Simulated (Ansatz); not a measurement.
Ansatz (a first-principles code) input (PBE/6-311++G(3df,3pd)): A basis named .json is the Basis Set Exchange file of that set (core-valence sets with the plain set on hydrogen).

Ansatz 0.2 input:
```yaml
crystal:
  periodic: [false, false, false]
  atoms:
    - {symbol: Si, position_ang: [-0.00000000, -0.00000000, -0.55023073]}
    - {symbol: O, position_ang: [0.00000000, 0.00000000, 0.96290378]}
basis:
  gaussian:
    orbitals: 6-311++G_3df_3pd_.json
hamiltonian:
  xc: {name: PBE}
magnetization: {spin_polarized: false}
```

Output:

```
Functional definition: PBE
integrals: 0.02 GiB planned
494 factors; their error is unknown
mean field: 0.16 GiB planned
mean field evaluation 1: about -9908.5017 eV, gradient 7.8e1 eV
mean field evaluation 2: about -9719.8252 eV, gradient 2.0e2 eV
mean field evaluation 4: about -9919.5148 eV, gradient 8.5e0 eV
mean field evaluation 8: about -9919.6948 eV, gradient 2.4e-1 eV
mean field evaluation 16: about -9919.6819 eV, gradient 1.2e-5 eV
mean field -9919.68187199 eV, -364.5415849939 hartree, gradient 1.2e-5 eV, S^2 0.000000; 0 other end points of the search recorded, 0 dependent functions left out
reference -9919.68190927 eV, -364.5415863637 hartree; 11, 11 occupied and 75, 75 virtual orbitals, 494 factors
Total energy: -9919.68190927 eV, -364.5415863637 hartree
```
